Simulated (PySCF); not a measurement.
A geometry optimisation, step by step.

Species: acryloyl chloride, C3H3ClO.
Bonds: C1–C2 (double), C2–C3, C3–O4 (double), C3–Cl5. Hydrogens: H6, H7 on C1; H8 on C2.

Computed by this run: PBE0-D3(BJ)/def2-SVP geometry optimisation, gas phase (PySCF 2.14.0); density fitting, grid level 1; the optimiser is geomeTRIC in internal coordinates, started from a GFN2-xTB structure. The frame can shift and turn from step to step; on so coarse a grid that alone can change the energy by a few meV, and forces under 0.02 eV/Å are noise.

Step 0: E = -17711.2192 eV, largest atomic force 0.617 eV/Å
```
atom  x, y, z in Å  |  force x, y, z in eV/Å
C1     -1.279   -0.154   -0.096    0.054  -0.003  -0.033
C2     -0.101    0.124    0.452   -0.092  -0.017  -0.025
C3      1.125    0.018   -0.338    0.480  -0.050  -0.362
O4      1.246   -0.297   -1.477   -0.243  -0.040  -0.054
Cl5     2.559    0.432    0.621    0.251   0.082   0.218
H6     -1.347   -0.461   -1.127    0.018  -0.168  -0.583
H7     -2.198   -0.085    0.461   -0.483   0.061   0.379
H8      0.005    0.433    1.480    0.016   0.134   0.459
```

Step 1: E = -17711.2436 eV, largest atomic force 0.114 eV/Å
```
atom  x, y, z in Å  |  force x, y, z in eV/Å
C1     -0.600    0.401   -0.193   -0.099  -0.021  -0.038
C2      0.580    0.679    0.366    0.078   0.031   0.077
C3      1.817    0.569   -0.436   -0.053  -0.003   0.008
O4      1.897    0.256   -1.578    0.070   0.007   0.005
Cl5     3.273    0.969    0.521   -0.037  -0.018  -0.045
H6     -0.658    0.092   -1.241    0.005   0.011   0.033
H7     -1.530    0.473    0.379    0.037  -0.002  -0.021
H8      0.682    0.989    1.408   -0.002  -0.006  -0.018
```

Step 2: E = -17711.2432 eV, largest atomic force 0.116 eV/Å
```
atom  x, y, z in Å  |  force x, y, z in eV/Å
C1     -0.603    0.402   -0.190   -0.006  -0.001  -0.001
C2      0.580    0.679    0.366   -0.023  -0.024  -0.081
C3      1.814    0.566   -0.441    0.099   0.023   0.056
O4      1.912    0.256   -1.582   -0.116  -0.007   0.007
Cl5     3.265    0.966    0.521    0.040   0.010   0.031
H6     -0.661    0.093   -1.238   -0.003   0.000  -0.002
H7     -1.531    0.475    0.382   -0.001   0.001  -0.001
H8      0.685    0.989    1.407    0.010  -0.003  -0.010
```

Step 3: E = -17711.2440 eV, largest atomic force 0.048 eV/Å
```
atom  x, y, z in Å  |  force x, y, z in eV/Å
C1     -0.602    0.402   -0.191    0.003   0.001   0.001
C2      0.580    0.679    0.366   -0.012  -0.009  -0.029
C3      1.815    0.567   -0.438    0.034   0.011   0.032
O4      1.904    0.256   -1.580   -0.035  -0.005  -0.009
Cl5     3.269    0.966    0.519    0.008   0.001   0.006
H6     -0.659    0.093   -1.239   -0.001   0.001  -0.001
H7     -1.530    0.474    0.380    0.000   0.002   0.001
H8      0.684    0.989    1.408    0.003  -0.001  -0.002
```

Step 4: E = -17711.2441 eV, largest atomic force under 0.02 eV/Å
```
atom  x, y, z in Å  |  force x, y, z in eV/Å
C1     -0.602    0.403   -0.191    0.000   0.000  -0.001
C2      0.580    0.679    0.366    0.001   0.001   0.002
C3      1.816    0.567   -0.437    0.002   0.001   0.005
O4      1.901    0.255   -1.579    0.000  -0.001  -0.004
Cl5     3.272    0.963    0.518   -0.003  -0.003  -0.003
H6     -0.660    0.094   -1.239    0.000   0.001   0.000
H7     -1.530    0.476    0.380    0.000   0.001   0.001
H8      0.684    0.989    1.408    0.000   0.000   0.001
```

Q: Summarise the path.

A: The energy falls by 2.40 kJ/mol from step 0 to step 4; nine tenths of that is first reached at step 1. It rises by more than 0.2 meV at step 2. The largest force goes from 0.617 to under 0.02 eV/Å. Among the bonds C1–H7 changes most (a near tie, within 0.001 Å, with another), from 1.076 to 1.092 Å; the atoms move by 0.019 Å rms after alignment.

The cost below is that of the whole optimisation. Time: 10 s; peak memory 0.43 GiB. Hardware: one thread of an Arm Neoverse V1, shared host with 32 logical CPUs at a one-minute load of 25.
